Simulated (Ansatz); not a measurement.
Process, species as SMILES: C=CCl + 3 [H][H] (H2) → 2 C (CH4) + Cl (HCl)
B3LYP-D3(BJ)/def2-TZVP geometries, fixed; electronic energies without zero-point terms.
Largest species:
```xyz
6

C      0.0112     0.7589    -0.0124
C      1.3049     1.0233     0.0034
Cl    -0.6370    -0.8532     0.0042
H     -0.7591     1.5163    -0.0370
H      2.0529     0.2431     0.0280
H      1.6388     2.0524    -0.0084
```

Basis-set convergence of the energy of full hydrogenation at B2PLYP with Ansatz (an electronic-structure program). Cartesian d functions, on some or all atoms, in 6-31G*, 6-31+G*, 6-311G**, 6-311+G**; all else is spherical. Cores are frozen. No added dispersion term, no relativity. Functions are those of the species that has most. Reference: the value in aug-pcseg-3, -76.57 kcal/mol, itself unsure by roughly 0.09 kcal/mol (its mean distance from aug-cc-pV(Q+d)Z, def2-QZVPPD, pcseg-3). Deviations are taken from unrounded values.

```csv
basis,functions,energy of full hydrogenation (kcal/mol)
6-31G*,55,-74.02
6-31+G*,67,-74.02
def2-SVP,61,-79.72
def2-SVPD,91,-82.12
pcseg-1,61,-78.85
aug-pcseg-1,100,-79.13
cc-pV(D+d)Z,66,-77.91
aug-cc-pV(D+d)Z,105,-79.67
6-311G**,81,-77.75
6-311+G**,93,-76.68
def2-TZVP,117,-74.88
def2-TZVPD,147,-75.15
pcseg-2,136,-77.07
aug-pcseg-2,211,-76.98
cc-pV(T+d)Z,141,-77.05
aug-cc-pV(T+d)Z,216,-77.00
def2-TZVPP,146,-76.69
def2-TZVPPD,176,-76.92
cc-pV(Q+d)Z,264,-76.61
aug-cc-pV(Q+d)Z,387,-76.45
def2-QZVPP,274,-76.56
def2-QZVPPD,304,-76.59
pcseg-3,283,-76.69
aug-pcseg-3,406,-76.57
```

What the diffuse functions change, pair by pair:
- 6-31G* to 6-31+G*: 12 more functions, deviation 2.55 to 2.55 kcal/mol
- def2-SVP to def2-SVPD: 30 more functions, deviation -3.15 to -5.55 kcal/mol
- pcseg-1 to aug-pcseg-1: 39 more functions, deviation -2.28 to -2.56 kcal/mol
- cc-pV(D+d)Z to aug-cc-pV(D+d)Z: 39 more functions, deviation -1.34 to -3.10 kcal/mol
- 6-311G** to 6-311+G**: 12 more functions, deviation -1.18 to -0.11 kcal/mol
- def2-TZVP to def2-TZVPD: 30 more functions, deviation 1.69 to 1.42 kcal/mol
- pcseg-2 to aug-pcseg-2: 75 more functions, deviation -0.50 to -0.41 kcal/mol
- cc-pV(T+d)Z to aug-cc-pV(T+d)Z: 75 more functions, deviation -0.48 to -0.43 kcal/mol
- def2-TZVPP to def2-TZVPPD: 30 more functions, deviation -0.12 to -0.35 kcal/mol
- cc-pV(Q+d)Z to aug-cc-pV(Q+d)Z: 123 more functions, deviation -0.05 to 0.12 kcal/mol
- def2-QZVPP to def2-QZVPPD: 30 more functions, deviation 0.01 to -0.02 kcal/mol
- pcseg-3 to aug-pcseg-3: 123 more functions, deviation -0.13 to 0.00 kcal/mol

Leaving out the reference's own pair, they bring the value nearer the reference by more than 0.09 kcal/mol in 3 of 11 pairs.
